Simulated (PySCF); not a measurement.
A geometry optimisation on `Fc1ccc[nH]1`.

Computed with PBE/def2-SVP geometry optimisation, gas phase (PySCF 2.14.0). Start geometry: GFN2-xTB. The input is one job of a driver script: a line of settings, then coordinates in Å.

Input:
```
{"job": {"xc": "PBE", "basis": "def2-SVP", "grid": 1, "kind": "geom"}, "charge": 0, "multiplicity": 1}
F      2.448161     0.062191    -0.119642
C      1.110893     0.105264    -0.051739
C      0.261118     1.165061     0.046144
C     -1.038049     0.607936     0.080970
C     -0.914497    -0.749526     0.003417
N      0.412849    -1.055098    -0.078271
H      0.527554     2.200487     0.087366
H     -1.953273     1.159589     0.155511
H     -1.661754    -1.516770    -0.000662
H      0.815880    -1.974481    -0.145622
```

Output:
```
step   0  E = -308.82355312  max force = 0.026844
step   1  E = -308.82692709  max force = 0.003069
step   2  E = -308.82693654  max force = 0.001774
step   3  E = -308.82693364  max force = 0.002591
step   4  E = -308.82694704  max force = 0.000803
step   5  E = -308.82694742  max force = 0.000853
step   6  E = -308.82695238  max force = 0.000388
optimisation converged
```

Energies in Eh; «max force» is the largest Cartesian gradient component in Eh/bohr.

Task: How much energy does the optimisation release, in kcal/mol?

Result: E(step 0) − E(last step) = 0.003399 Eh, which is 2.1 kcal/mol.

Summary of the converged run: final energy -308.82695 Eh after 6 steps; dipole 1.87 D.

Task: Give the final coordinates.

Result: 0.029 Å rms from the input after alignment:
```
atom  x, y, z in Å
F1     2.5547    0.0550   -0.2667
C2     1.2236    0.1224   -0.1812
C3     0.3771    1.2108   -0.0705
C4    -0.9482    0.6648   -0.0218
C5    -0.8514   -0.7170   -0.1036
N6     0.4936   -1.0374   -0.2013
H7     0.6791    2.2620   -0.0309
H8    -1.8803    1.2348    0.0638
H9    -1.6188   -1.4973   -0.1010
H10    0.8944   -1.9714   -0.2745
```

Task: How long does this job take on an Arm Neoverse N1 with one thread, no GPU, shared host with 64 logical CPUs at a one-minute load of 56? And the peak memory of the process?

Result: About 45 s, with 0.44 GiB resident at the peak, the Python interpreter and its libraries included.
Labels such as C1 count atoms from 1, the log's own numbers from 0.
